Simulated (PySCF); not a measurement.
# State search for O₂⁺

Unrestricted PBE0; basis O def2-TZVP; no relativity; PySCF 2.14. Outer shells of the fragments: O+ 2s2 2p3; O 2s2 2p4.

Followed along the bond (rough minima from three points):

```csv
2Ms+1,unpaired,⟨S²⟩ at the start,R at minimum (Å),Te (eV)
2,π ↑,0.98,1.10,0.00
4,π ↑↑↑,3.76,1.35,3.71
```

Solutions found at the starting distance of 1.300 Å, counted from the lowest of them; the search is not exhaustive and high or unbound solutions are not listed, so other states can lie among these:

```csv
2Ms+1,unpaired,term,E (eV),⟨S²⟩,⟨Lz²⟩
2,π ↑,²Π,0.00,0.98,1.07
4,π ↑↑↑,⁴Π,2.14,3.76,1.00
2,π ↑↑↓,mixed,2.98,1.76,3.01
4,"σ ↑, π ↑↑",⁴Σ⁻,4.25,3.76,0.00
2,"σ ↓, π ↑↑",mixed,5.34,1.77,0.00
2,π ↑,mixed,5.67,0.75,3.00
2,"σ ↓, π ↑↑",mixed,9.60,1.77,2.01
```

A term symbol is given only where ⟨S²⟩ and ⟨Lz²⟩ are close to those of a pure state; real π, δ and φ orbitals otherwise mix terms, and g/u labels are left off.

Q: Compare the gap between the two lowest followed solutions at the starting distance with the gap between their minima.

A: At PBE0 the second solution (quartet, unpaired electrons π ↑↑↑) lies +2.14 eV from the first (doublet, unpaired electrons π ↑) at 1.300 Å and +3.71 eV at the minima; the two curves relax by different amounts, since their minima lie near 1.35 and 1.10 Å.

Counting both spins, an empty level lies below a filled one in some of these solutions, because spin and occupation are held.
